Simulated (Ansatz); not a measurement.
# C₂H₆OS (singlet): the correlation ladder, 6-31G

One table from this session's results is given with a row withheld; the runs are named, their logs left out.

The runs use Ansatz 0.2.0, Gaussian basis; 6-31G, core rule «outside noble gas», up to 8 orbitals frozen.

To be run: UHF; CCSD(T) on RHF; BCCD(T) on RHF; CISD; CCSDT(Q) on RHF; CASSCF and MRCISD+Q, 8 electrons in 8 orbitals; CASSCF and NEVPT2, 8 electrons in 8 orbitals.

19 further runs of the same task are left out: 2 that didn't finish, 17 set aside as unsound or not needed.

## The geometry

The geometry is an MP2(full)/6-31G* stationary point (not a proven minimum).

10 atoms, charge 0, spin multiplicity 1.

Atoms are counted from 1 here; the program's logs count them from 0.

Bond lengths: S1–O2 1.510 Å, S1–C3 1.806 Å, S1–C4 1.806 Å, C3–H5 1.093 Å, C3–H7 1.093 Å, C3–H8 1.091 Å, C4–H6 1.091 Å, C4–H9 1.093 Å, C4–H10 1.093 Å. Angles: O2–S1–C3 107.4°, O2–S1–C4 107.4°, C3–S1–C4 95.8°, S1–C3–H5 109.3°, S1–C3–H7 110.3°, S1–C3–H8 107.4°, H5–C3–H7 110.9°, H5–C3–H8 109.2°, H7–C3–H8 109.7°, S1–C4–H6 107.4°, S1–C4–H9 110.3°, S1–C4–H10 109.3°, H6–C4–H9 109.7°, H6–C4–H10 109.2°, H9–C4–H10 110.9°.

Coordinates:

```xyz
10
C2H6OS
S     0.0000    0.1556   -0.4153
O     0.0001    1.4245    0.4031
C     1.3395   -0.8854    0.2040
C    -1.3396   -0.8851    0.2040
H     1.2558   -0.9727    1.2901
H    -2.2794   -0.3900   -0.0454
H     1.3043   -1.8697   -0.2693
H     2.2794   -0.3904   -0.0454
H    -1.3046   -1.8694   -0.2693
H    -1.2559   -0.9725    1.2901
```

The first run:

Input file in.yaml:

```yaml
crystal:
  periodic: [false, false, false]
  atoms:
    - {symbol: S, position_ang: [0.000013, 0.155604, -0.415329]}
    - {symbol: O, position_ang: [0.000129, 1.424508, 0.403133]}
    - {symbol: C, position_ang: [1.339459, -0.885361, 0.204029]}
    - {symbol: C, position_ang: [-1.339617, -0.885120, 0.204035]}
    - {symbol: H, position_ang: [1.255761, -0.972717, 1.290137]}
    - {symbol: H, position_ang: [-2.279435, -0.389978, -0.045355]}
    - {symbol: H, position_ang: [1.304258, -1.869664, -0.269277]}
    - {symbol: H, position_ang: [2.279364, -0.390388, -0.045365]}
    - {symbol: H, position_ang: [-1.304596, -1.869429, -0.269271]}
    - {symbol: H, position_ang: [-1.255931, -0.972491, 1.290142]}
basis:
  gaussian: {orbitals: 6-31G}
magnetization: {spin_polarized: true, initial_magnetization: 0}
hamiltonian: {xc: hf}
output: {orbitals: {seedname: orbitals}}
```

On the command line:

```console
ansatz run in.yaml --threads 1 --pin off --events-out ev --progress --plain --max-ram 2880MiB --backend cpu
```

Among the steps run: UHF; CCSD(T) on RHF; BCCD(T) on RHF; CISD; CCSDT(Q) on RHF; CASSCF and MRCISD+Q, 8 electrons in 8 orbitals; CASSCF and NEVPT2, 8 electrons in 8 orbitals.

One table of the session follows, with a row left open; its other results are not shown here.

| method | from RCCSDT(Q) (kJ/mol) |
| --- | --- |
| RHF | +1104.9 |
| RMP2 | ? |
| CISD | +169.4 |
| RCCSD | +31.3 |
| RCCSD(T) | +5.2 |
| BCCD(T) | +4.6 |
| RCCSDT | +3.0 |
| RCCSDT(Q) | 0 |
| CASSCF frontier | +807.6 |
| NEVPT2 frontier | +151.3 |
| MRCISD frontier | +97.4 |
| MRCISD+Q frontier | +17.7 |

Q: Estimate the row for RMP2 from the others.

As computed: from RCCSDT(Q) (kJ/mol): +125.7. In the column «from RCCSDT(Q) (kJ/mol)» it lies between MRCISD frontier (+97.4) and NEVPT2 frontier (+151.3).
